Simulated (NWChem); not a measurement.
# Polarisability of sulfur dioxide (O2S)

```
S
O 1 1.4543
O 1 1.4543 2 118.58
```
Charge 0, spin multiplicity 1.

Program: NWChem. The geometry was optimised at PBE0/def2-SVP, a minimum by its harmonic frequencies.

Basis set: 6-31G*. Static limit. This basis has no diffuse functions, which lowers polarisabilities.

The correlated methods keep 7 core orbitals frozen. B3LYP has NWChem's definition, with VWN1-RPA local correlation. The Pople sets run with spherical d functions. Coupled-cluster values serve here as a point of comparison, not as the truth.

Q: Order these methods by the isotropic polarisability they give, lowest first: HF, B3LYP, BHandHLYP, PBE, CCSD linear response.

A: HF (18.67 bohr³), BHandHLYP (18.86 bohr³), B3LYP (19.09 bohr³), PBE (19.37 bohr³), CCSD linear response (19.95 bohr³)
